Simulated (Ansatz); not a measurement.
Reaction (β-hydride elimination): `C[O][AlH2]` → `[AlH3]` + `C=O`

Gas-phase electronic energies from Ansatz, PBE0-D4/def2-TZVP geometries. CBS: MP2 limit from def2 TZ/QZ plus the TZ coupled-cluster correction, frozen cores. This one scheme is used for every species. Functionals use def2-TZVPP. B3LYP here is the variant with VWN-RPA as its local correlation; programs differ in this.

```json
{"level": "LDA (SPW92)", "ΔE (kcal/mol)": "68.1", "difference from CCSD(T)/CBS": "8.9"}
{"level": "B97M-V", "ΔE (kcal/mol)": "56.9", "difference from CCSD(T)/CBS": "-2.3"}
{"level": "PBE0-D4", "ΔE (kcal/mol)": "60.5", "difference from CCSD(T)/CBS": "1.3"}
{"level": "B3LYP-D4", "ΔE (kcal/mol)": "57.8", "difference from CCSD(T)/CBS": "-1.4"}
{"level": "BHLYP-D4", "ΔE (kcal/mol)": "60.8", "difference from CCSD(T)/CBS": "1.6"}
{"level": "CAM-B3LYP-D4", "ΔE (kcal/mol)": "60.4", "difference from CCSD(T)/CBS": "1.2"}
{"level": "ωB97X-V", "ΔE (kcal/mol)": "59.3", "difference from CCSD(T)/CBS": "0.1"}
{"level": "ωB97M-V", "ΔE (kcal/mol)": "59.1", "difference from CCSD(T)/CBS": "-0.1"}
{"level": "PBE-QIDH", "ΔE (kcal/mol)": "61.8", "difference from CCSD(T)/CBS": "2.6"}
{"level": "B3LYP", "ΔE (kcal/mol)": "55.9", "difference from CCSD(T)/CBS": "-3.3"}
{"level": "LC-ωPBE", "ΔE (kcal/mol)": "60.6", "difference from CCSD(T)/CBS": "1.4"}
{"level": "HF/def2-SVP", "ΔE (kcal/mol)": "53.2", "difference from CCSD(T)/CBS": "-6.0"}
{"level": "CCSD(T)/def2-SVP", "ΔE (kcal/mol)": "53.5", "difference from CCSD(T)/CBS": "-5.7"}
{"level": "CCSD(T)/def2-TZVPP", "ΔE (kcal/mol)": "57.7", "difference from CCSD(T)/CBS": "-1.5"}
{"level": "MP2/def2-QZVPP", "ΔE (kcal/mol)": "61.4", "difference from CCSD(T)/CBS": "2.2"}
{"level": "MP2/CBS(def2)", "ΔE (kcal/mol)": "62.0", "difference from CCSD(T)/CBS": "2.8"}
{"level": "CCSD(T)/CBS", "ΔE (kcal/mol)": "59.2", "difference from CCSD(T)/CBS": "0"}
```

Largest T1 diagnostic among the species: 0.015.

At CCSD(T), def2-SVP lies −5.7 kcal/mol from the extrapolated value and def2-TZVPP −1.5 kcal/mol. In def2-TZVPP, CCSD(T) changes the Hartree–Fock value by +4.3 kcal/mol (the triples alone add −0.2 kcal/mol) and MP2 by +7.0 kcal/mol. From r2SCAN to r2SCAN0 (25 % exact exchange), in def2-TZVPP and without D4, ΔE moves by +1.8 kcal/mol.
